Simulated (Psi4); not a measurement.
Internal rotation in SMILES C=CC1CC1 (C₅H₈). Scanned: dihedral C1–C2–C3–C4; all other coordinates were relaxed at GFN2-xTB. Heavy atoms are numbered in the order of the SMILES C=CC1CC1, hydrogens after them in the order of the atoms that carry them; the mirror image has the same energies with the sign of each dihedral reversed.

Levels of theory: PBE/def2-TZVP // GFN2-xTB (Psi4); MP2/cc-pVTZ = Psi4 1.11 with DF-MP2 (frozen core)/cc-pVTZ // GFN2-xTB.

Energies relative to the lowest point of each profile, in kJ/mol:

```csv
φ / °,PBE/def2-TZVP
-120,4.0
-105,9.3
-90,14.3
-75,16.3
-30,8.2
-15,7.2
0,8.0
45,9.4
75,7.6
120,12.1
165,12.8
180,7.2
```

Problem. Predict the corresponding MP2/cc-pVTZ column.

Solution. -120: 4.0; -105: 9.2; -90: 13.8; -75: 15.1; -30: 6.0; -15: 5.4; 0: 6.3; 45: 7.2; 75: 6.0; 120: 9.9; 165: 12.4; 180: 7.1 (kJ/mol).
